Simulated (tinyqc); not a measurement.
Inside a calculation. Method: extended Hueckel theory, for H3O+. The parameters take no account of the charge, which enters only through the electron count. One step of it, computed by the program tinyqc.

Question. Mulliken analysis. P = C n C^T; charge = valence electrons (O 6, H 1) minus the sum of (P S)_ii on the atom; overlap population = 2 sum P_ij S_ij between two atoms.

coefficients:
```
,MO1,MO2,MO3,MO4,MO5,MO6,MO7
1O 2s,0.793830,-0.000023,0.000000,0.102127,0.000000,0.000781,1.120835
1O 2px,-0.000031,0.703540,0.000000,0.000070,0.000000,-0.931421,0.001135
1O 2py,0.000000,0.000000,0.703622,0.000000,0.931008,0.000000,0.000000
1O 2pz,0.025114,-0.000066,0.000000,0.979862,0.000000,-0.000196,-0.328732
2H 1s,0.133587,0.399919,0.000000,-0.044448,0.000000,0.995243,-0.665412
3H 1s,0.133427,-0.200117,0.346438,-0.044455,-0.862206,-0.498674,-0.663100
4H 1s,0.133427,-0.200117,-0.346438,-0.044455,0.862206,-0.498674,-0.663100
```

occupations: 2.000000  2.000000  2.000000  2.000000  0.000000  0.000000  0.000000

overlap S:
```
,1O 2s,1O 2px,1O 2py,1O 2pz,2H 1s,3H 1s,4H 1s
1O 2s,1.000000,0.000000,0.000000,0.000000,0.465445,0.465045,0.465045
1O 2px,0.000000,1.000000,0.000000,0.000000,0.374000,-0.186984,-0.186984
1O 2py,0.000000,0.000000,1.000000,0.000000,0.000000,0.323690,-0.323690
1O 2pz,0.000000,0.000000,0.000000,1.000000,-0.128966,-0.128811,-0.128811
2H 1s,0.465445,0.374000,0.000000,-0.128966,1.000000,0.211432,0.211432
3H 1s,0.465045,-0.186984,0.323690,-0.128811,0.211432,1.000000,0.211356
4H 1s,0.465045,-0.186984,-0.323690,-0.128811,0.211432,0.211356,1.000000
```

Give: charges; Overlap populations.

Answer.

charges: 1O -0.1283, 2H 0.3761, 3H 0.3761, 4H 0.3761

Overlap populations:
```
pair,value
2-1,0.630617
3-1,0.630221
3-2,-0.050939
4-1,0.630221
4-2,-0.050939
4-3,-0.050889
```
